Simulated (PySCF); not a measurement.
Molecule: difluoromethane, CH2F2, net charge 0, singlet state. SMILES: FCF
Geometry from a B3LYP-D3(BJ)/def2-TZVP (Ansatz) optimisation:
```
C
F 1 1.3618
F 1 1.3618 2 108.56
H 1 1.0913 2 108.69 3 -118.06
H 1 1.0913 4 113.42 3 -121.01
```
Charge 0, spin multiplicity 1.

Dispersion corrections to the total energy (kcal/mol) from the dftd3 and dftd4 libraries through PySCF: D3(BJ) without and D4 with the three-body term, each with the damping fitted for the functional named.

| functional | D3(BJ) | D4 |
|---|---|---|
| B2PLYP | -0.63 | -0.58 |
| LC-wPBE | -0.73 | (withheld) |
| B2GP-PLYP | (withheld) | -0.33 |
| CAM-B3LYP | -0.57 | (withheld) |
| TPSSh | -0.95 | -1.04 |
| B3LYP | -1.49 | -1.35 |
| BLYP | -1.86 | -2.01 |

Question: Complete the blanks.

Answer: 
- LC-wPBE, D4: -0.92
- B2GP-PLYP, D3(BJ): -0.42
- CAM-B3LYP, D4: -0.66
